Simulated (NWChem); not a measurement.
Dipole moment of ammonia (H3N)

```xyz
4

N      0.0016     0.1283     0.0000
H     -0.4728    -0.2934     0.8124
H     -0.4728    -0.2934    -0.8124
H      0.9343    -0.3110     0.0000
```
Charge 0, spin multiplicity 1.

All runs are NWChem calculations. Structure: optimised with PBE/def2-SVP, a minimum by its harmonic frequencies.

Basis set: def2-SVPD. The CCSD dipole comes from the Λ equations, without orbital relaxation.

The correlated methods keep 1 core orbital frozen. B3LYP has NWChem's definition, with VWN1-RPA local correlation. No row is a measurement; the coupled-cluster row has its own basis-set and correlation limits.

```json
[
 {"method": "CCSD", "dipole moment (D)": "1.67"},
 {"method": "PBE", "dipole moment (D)": "1.62"},
 {"method": "B3LYP", "dipole moment (D)": "1.67"},
 {"method": "HF", "dipole moment (D)": "___"},
 {"method": "LDA (SVWN5)", "dipole moment (D)": "___"}
]
```

Task: What belongs in the gaps?

Result: 
- HF, dipole moment (D): 1.78
- LDA (SVWN5), dipole moment (D): 1.69
